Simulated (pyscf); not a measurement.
# Four-centre exchange: H₃C–SnH₃ + water (H₂O) → H₃C–SnH₃ + water (H₂O)

Gas phase, singlet surface, charge 0. Bonds broken: Sn2–H10, H6–O9. Bonds formed: Sn2–H6, O9–H10. Optimised with ωB97X-D3(BJ)/def2-SVP in PySCF.

Transition state (Å):

```xyz
11

C     -1.1230    -1.5345    -0.6526
Sn    -0.3207     0.4682    -0.3868
H     -0.5669    -2.0709    -1.4358
H     -2.1830    -1.4859    -0.9454
H     -1.0480    -2.1058     0.2852
H     -1.7026     2.1872     0.7353
H      1.3791     0.1981    -0.1426
H     -0.3255     1.1187    -1.9984
O     -1.6036     2.3877     1.7628
H     -1.0056     1.5243     1.7517
H     -0.9417     3.1127     1.7821
```

One imaginary mode, 965i cm⁻¹; descent along it reached the two sides named.

```tsv
bond	change	reactant side (Å)	saddle	product side
Sn2–H10	breaks	1.710	2.481	3.9
H6–O9	breaks	0.965	1.052	2.7
Sn2–H6	forms	4.1	2.475	1.721
O9–H10	forms	2.7	1.050	0.964
```

Electronic energies relative to the separated reactants (kcal/mol):

```json
[
 {"level": "ωB97X-D3(BJ)/def2-TZVP", "barrier": "56.2", "reaction energy": "0.0", "reverse barrier": "56.2"},
 {"level": "PBE/def2-TZVP", "barrier": "45.3", "reaction energy": "0.0", "reverse barrier": "45.3"},
 {"level": "r²SCAN/def2-TZVP", "barrier": "50.7", "reaction energy": "0.0", "reverse barrier": "50.7"},
 {"level": "B3LYP-D3(BJ)/def2-TZVP", "barrier": "51.2", "reaction energy": "0.0", "reverse barrier": "51.2"},
 {"level": "PBE0-D3(BJ)/def2-TZVP", "barrier": "49.7", "reaction energy": "0.0", "reverse barrier": "49.7"},
 {"level": "M06-2X/def2-TZVP", "barrier": "55.5", "reaction energy": "0.0", "reverse barrier": "55.5"},
 {"level": "ωB97M-D3(BJ)/def2-TZVP", "barrier": "53.6", "reaction energy": "0.0", "reverse barrier": "53.6"},
 {"level": "HF/def2-TZVP", "barrier": "71.4", "reaction energy": "0.0", "reverse barrier": "71.4"}
]
```

With ωB97M-D3(BJ)/def2-TZVP energies and thermal terms (ideal gas, 1 atm, RRHO with modes under 100 cm⁻¹ raised to 100, one conformer, R ln 2 for chiral ones without a mode under 150 cm⁻¹), in kcal/mol:

```tsv
T (K)	ΔH‡	ΔG‡	ΔH	ΔG
298	53.9	62.3	0.0	0.0
600	53.9	70.8	0.0	0.0
900	54.2	79.2	0.0	0.0
1200	54.8	87.5	0.0	0.0
```

The same reactants have a lower exit, to H₃C–SnH₂–OH + H₂ (barrier +34.1 kcal/mol at ωB97M-D3(BJ)/def2-TZVP, against +53.6 kcal/mol here). This is the saddle that the search found; another between the same sides may lie lower. Elements past Kr carry the def2 core potentials, without spin-orbit coupling.
